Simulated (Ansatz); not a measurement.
# CH7BO: the cost of one run

The runs use Ansatz 0.2.0, Gaussian basis; PBE0-D4/def2-SVP.

22 further runs of the same task are left out: 22 set aside as unsound or not needed.

### 1 Starting geometry

The first end: 10 atoms, charge 0, spin multiplicity 1.

Atoms are counted from 1 here; the program's logs count them from 0.

Bond lengths: B1–O2 1.348 Å, B1–H3 1.202 Å, B1–H4 1.196 Å, O2–H7 0.961 Å, H5–C6 1.090 Å, C6–H8 1.090 Å, C6–H9 1.090 Å, C6–H10 1.090 Å. Angles: O2–B1–H3 120.7°, O2–B1–H4 116.8°, H3–B1–H4 122.5°, B1–O2–H7 113.4°, H5–C6–H8 109.6°, H5–C6–H9 109.4°, H5–C6–H10 109.7°, H8–C6–H9 109.4°, H8–C6–H10 109.5°, H9–C6–H10 109.2°.

Geometry (Å):

```
atom     x (Å)     y (Å)     z (Å)
  B1  -0.21251   0.42853  -1.66664
  O2  -1.50891   0.08454  -1.52983
  H3   0.61563  -0.39850  -1.93931
  H4   0.05875   1.58331  -1.51290
  H5  -0.41522   0.27134   1.38552
  C6   0.54263  -0.16922   1.66127
  H7  -1.67138  -0.85283  -1.66237
  H8   0.44689  -1.25399   1.70577
  H9   0.84708   0.20820   2.63711
 H10   1.29705   0.09862   0.92118
```

The second end:

```
B     0.2900    0.1989   -0.5561
O    -1.4193   -0.0094   -0.4882
H     0.6170   -0.6911   -1.3153
H     0.3469    1.3044   -1.0413
H    -1.5980   -0.8960   -0.1530
C     0.7636    0.0448    0.9517
H    -1.7505    0.0244   -1.3928
H     0.5594   -0.9430    1.3845
H     0.3391    0.8006    1.6199
H     1.8517    0.1665    0.9904
```

### 2 The band at PBE0-D4/def2-SVP

neb/in.yaml

```yaml
crystal:
  periodic: [false, false, false]
  atoms:
    - {symbol: B, position_ang: [-0.212512, 0.428529, -1.666637]}
    - {symbol: O, position_ang: [-1.508911, 0.084537, -1.529826]}
    - {symbol: H, position_ang: [0.615628, -0.398497, -1.939312]}
    - {symbol: H, position_ang: [0.058752, 1.583306, -1.512902]}
    - {symbol: H, position_ang: [-0.415222, 0.271340, 1.385522]}
    - {symbol: C, position_ang: [0.542629, -0.169218, 1.661268]}
    - {symbol: H, position_ang: [-1.671379, -0.852832, -1.662372]}
    - {symbol: H, position_ang: [0.446886, -1.253987, 1.705769]}
    - {symbol: H, position_ang: [0.847084, 0.208201, 2.637111]}
    - {symbol: H, position_ang: [1.297045, 0.098622, 0.921180]}
basis:
  gaussian: {orbitals: def2-SVP}
hamiltonian: {xc: pbe0, dispersion: d4}
neb:
  images: 5
  climbing: true
  max_iterations: 40
  initial_path: idpp
  final_atoms:
    - {symbol: B, position_ang: [0.289990, 0.198922, -0.556077]}
    - {symbol: O, position_ang: [-1.419267, -0.009402, -0.488178]}
    - {symbol: H, position_ang: [0.616952, -0.691107, -1.315286]}
    - {symbol: H, position_ang: [0.346874, 1.304355, -1.041343]}
    - {symbol: H, position_ang: [-1.597962, -0.896030, -0.153015]}
    - {symbol: C, position_ang: [0.763639, 0.044759, 0.951667]}
    - {symbol: H, position_ang: [-1.750524, 0.024362, -1.392783]}
    - {symbol: H, position_ang: [0.559438, -0.942958, 1.384514]}
    - {symbol: H, position_ang: [0.339145, 0.800631, 1.619943]}
    - {symbol: H, position_ang: [1.851716, 0.166467, 0.990358]}
```

The run is started by

```bash
$ ansatz run in.yaml --threads 2 --pin off --events-out ev --progress --plain --max-ram 4352MiB
```

**Question.** How long does this run take on 2 threads of Arm Neoverse N1, shared host?

About 3.8 min.
